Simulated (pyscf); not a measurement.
H₃C–CH₃ + Cl• -> H₃C–CH₂–Cl + H•, a substitution at C (doublet surface; C–H broken, C–Cl formed). Structures and frequencies: ωB97X-D3(BJ)/def2-SVP in PySCF. Correlated levels are frozen-core, on RHF or UHF. ΔMP2 is the change of the MP2 total energy from the triple- to the quadruple-zeta basis. Energies in kcal/mol from the separated reactants.

AM1 to PM7: differences of heats of formation from MOPAC. Open shells are spin-unrestricted. 

### Question
In single points PM3 puts the saddle at 23.8 kcal/mol and the reaction energy at +19.3 kcal/mol. Should these be trusted to within a few kcal/mol? Compare with CCSD(T)/def2-TZVPP + ΔMP2(QZVPP).

### Answer
CCSD(T)/def2-TZVPP + ΔMP2(QZVPP) gives ΔE‡ = 42.8 kcal/mol and ΔE = +21.4 kcal/mol. PM3 lies 19.1 kcal/mol under it in the barrier and 2.1 kcal/mol under it in the reaction energy, so on this step it does not hold to within 3.0 kcal/mol. CCSD(T)/def2-TZVPP + ΔMP2(QZVPP) has limits of its own. The same reactants have a lower exit, to •H₂C–CH₃ + HCl (highest point, the separated products, at +2.2 kcal/mol at ωB97M-D3(BJ), against +42.2 kcal/mol here). One saddle was located; it need not be the lowest between these sides. The angle at the attacked C is 162°. The CCSD(T) − MP2 part came from Ansatz, without density fitting, on the same reference. Left out: the spin-orbit lowering of Cl.
